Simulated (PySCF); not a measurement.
Series nitrenes, diatomics and small unsaturated species, computed as singlets and as triplets. All species are isolated molecules in the gas phase. One relaxed conformer stands for each flexible species; it need not be the lowest. Strings in code marks are SMILES.

All values below come from B3LYP-D3(BJ)/def2-TZVP in PySCF. All candidates: neutral, multiplicity 3. B3LYP has the VWN-RPA correlation part, as in Gaussian. 

```yaml
highest_occupied_spin_orbital: -3.95 eV
dipole_moment: 1.68 D
```

**Question.** Say which member has these values.
(A) `B=O` (excited triplet)
(B) `[GaH]` (excited triplet)
(C) `[C-]#[S+]` (excited triplet)
(D) `[Al][Cl]` (excited triplet)

**Answer.** D, `[Al][Cl]` (excited triplet). The others give `[C-]#[S+]` (excited triplet): -5.23 eV, 0.05 D; `B=O` (excited triplet): -6.37 eV, 0.79 D; `[GaH]` (excited triplet): -3.83 eV, 0.21 D
